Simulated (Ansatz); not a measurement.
**FHNO radical: geometry and frequencies at several levels**

Aim: geometry and frequencies at several levels, for FHNO radical, with the cost of each level. Spin multiplicity 2.

Method: the levels named in each step, in Ansatz 0.2.0.

## (1) Starting point

Bond lengths: N2–O3 1.152 Å, F1–H4 0.940 Å.

As a file:

```xyz
4

F     0.6763    1.3977   -1.3037
N    -0.2344   -0.5692    0.3827
O    -0.6211   -1.2043    1.2621
H     0.3691    0.6807   -0.7794
```

## (2) A rough first relaxation, PBE-D4/def2-SVP

Input file input.yaml:

```yaml
crystal:
  periodic: [false, false, false]
  atoms:
    - { symbol: F, position_ang: [0.67625, 1.39769, -1.30367] }
    - { symbol: "N", position_ang: [-0.23435, -0.5692, 0.38271] }
    - { symbol: O, position_ang: [-0.6211, -1.20426, 1.26209] }
    - { symbol: H, position_ang: [0.36909, 0.68073, -0.77943] }
magnetization:
  spin_polarized: true
  initial_magnetization: 1
basis:
  gaussian: { orbitals: def2-SVP }
hamiltonian:
  xc: pbe
  dispersion: d4
relax:
  f_tol: 0.03
  max_steps: 200
```

On the command line:

```sh
$ ansatz run input.yaml --threads 2 --pin off --max-ram 5120MiB --backend cpu --events-out ev --progress --plain --runs-dir out
```

The runs that follow: Relaxation, PBE0-D4/def2-TZVPP; Frequencies, PBE0-D4/def2-TZVPP; Relaxation, PBE-D4/def2-TZVPP; Frequencies, PBE-D4/def2-TZVPP; Relaxation, r2SCAN-D4/def2-TZVPP; Frequencies, r2SCAN-D4/def2-TZVPP; Relaxation, B3LYP-D4/def2-TZVPP; Frequencies, B3LYP-D4/def2-TZVPP; Relaxation, B2PLYP/def2-TZVPP.

**Question.** What will these runs give? Wanted: N2–O3 at B2PLYP/def2-TZVPP; frequencies at B3LYP-D4/def2-TZVPP.

As calculated:

| quantity | value |
| --- | --- |
| N2–O3 at B2PLYP/def2-TZVPP | 1.149 Å |
| frequencies at B3LYP-D4/def2-TZVPP | 68 to 3916 cm⁻¹ |

In words: The N–O distance spreads over 0.017 Å, from PBE0-D4/def2-TZVPP (shortest) to PBE-D4/def2-TZVPP. No mode is imaginary, so the geometry is a minimum.
